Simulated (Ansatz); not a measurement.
# Worked example: correlation energy of BF3, singlet

Geometry: MP2(full)/6-31G*, from the G2/97 set.

```xyz
4

B     0.0000    0.0000    0.0000
F     0.0000    1.3218    0.0000
F     1.1447   -0.6609    0.0000
F    -1.1447   -0.6609    0.0000
```

Basis STO-3G; Ansatz 0.2.0. Only valence electrons are correlated (noble-gas cores frozen), which leaves 24 electrons in 16 orbitals. Prefix R: restricted or restricted open-shell reference.

Full CI is exact within this basis and frozen core; it isn't the basis-set limit.

Runs differ by some tens of microhartree through their thresholds, so steps under 0.03 kcal/mol mean nothing.

| level | total energy (hartree) |
| --- | --- |
| RHF | -318.661317 |
| RMP2 | -318.757630 |
| RCCSD | -318.769939 |
| RCCSD(T) | -318.778617 |
| RCCSDT | -318.779193 |
| RCCSDT(Q) | -318.779408 |
| RCCSDTQ | -318.779309 |
| full CI | -318.779232 |

Question: What is the correlation energy at full CI, and what share of it do RMP2 and RCCSD(T) recover?

Answer: E(corr) = -318.779232 − (-318.661317) = -0.117915 hartree = -3.209 eV. RMP2: -0.096313 / -0.117915 = 81.68 %. RCCSD(T): -0.117300 / -0.117915 = 99.48 %.

Question: By how many kcal/mol does RCCSD(T) miss full CI (1 hartree = 627.509 kcal/mol), and which steps make up the rest?

Answer: -318.778617 − (-318.779232) = 0.000615 hartree = 0.39 kcal/mol. Steps: RCCSDT − RCCSD(T) = -0.36, RCCSDT(Q) − RCCSDT = -0.13, RCCSDTQ − RCCSDT(Q) = 0.06, full CI − RCCSDTQ = 0.05 kcal/mol. That is within 1 kcal/mol of the reference in this basis, which itself misses far more of the correlation at the basis-set limit.
